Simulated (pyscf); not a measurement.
A first-order saddle from PySCF, ωB97X-D3(BJ)/def2-SVP:

```xyz
13

Si    -1.0073    -1.1476     0.4153
C      1.1669     0.8230     0.5466
Si     0.0436     2.3000     0.2082
H     -2.2363    -0.4393    -0.0684
H     -1.1562    -1.7696     1.7694
H     -0.9706    -2.3565    -0.4854
H      2.0116     0.6371    -0.1290
H      1.4233     0.6124     1.5902
H      0.9073     3.4407    -0.2364
H     -0.8983     1.9708    -0.8927
H     -0.6650     2.6605     1.4633
F      0.6178    -0.7811    -0.2796
H     -0.4730     0.2604     1.1099
```
Charge 0, spin multiplicity 1.

Surface: singlet, charge 0. Lowest wavenumbers (cm⁻¹): 893i, 98, 116, 212, 228.

Question: Name the species on either side of this saddle.

Answer: `[SiH4]` + `[F][CH2][SiH3]` ⇌ `[F][SiH3]` + `[CH3][SiH3]`, a four-centre exchange read from left to right: H–Si, C–F broken and F–Si, C–H formed. At ωB97M-D3(BJ)/def2-TZVP it lies +57.0 kcal/mol from the left side and +113.9 kcal/mol from the right (each side as separated species at their lowest minima found). From the product side, CH₃• + SiH₃• + F–SiH₃ lies, by one bond made or cut, 19.6 kcal/mol under this saddle at ωB97M-D3(BJ)/def2-TZVP. One saddle was located; it need not be the lowest between these sides.
